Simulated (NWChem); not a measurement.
System: difluoromethane (CH$_{2}$F$_{2}$); SMILES FCF

Computed with NWChem. Pople sets run with spherical d functions. Each level has its own optimisation. Computed dipoles belong to the equilibrium geometry; the measured one is vibrationally averaged.

Measured dipole moment: 1.97 D (NIST CCCBDB, as tabulated in the package chemicals).

### Question
Which of these levels lies farthest from the measured value, and how do the others fare: BLYP/def2-SVP; Hartree-Fock/3-21G; Hartree-Fock/STO-3G; PBE0/def2-SVP; LDA (Slater exchange, VWN5)/def2-SVP; B3LYP/6-31G*; PBE/def2-SVP; Hartree-Fock/6-31G*?

### Answer
Hartree-Fock/STO-3G.
| level | dipole moment (D) | computed − measured |
|---|---|---|
| Hartree-Fock/STO-3G | 1.30 | -0.67 |
| Hartree-Fock/3-21G | 2.49 | +0.52 |
| Hartree-Fock/6-31G* | 2.05 | +0.08 |
| B3LYP/6-31G* | 1.71 | -0.26 |
| LDA (Slater exchange, VWN5)/def2-SVP | 1.61 | -0.36 |
| PBE/def2-SVP | 1.64 | -0.33 |
| BLYP/def2-SVP | 1.67 | -0.30 |
| PBE0/def2-SVP | 1.80 | -0.17 |
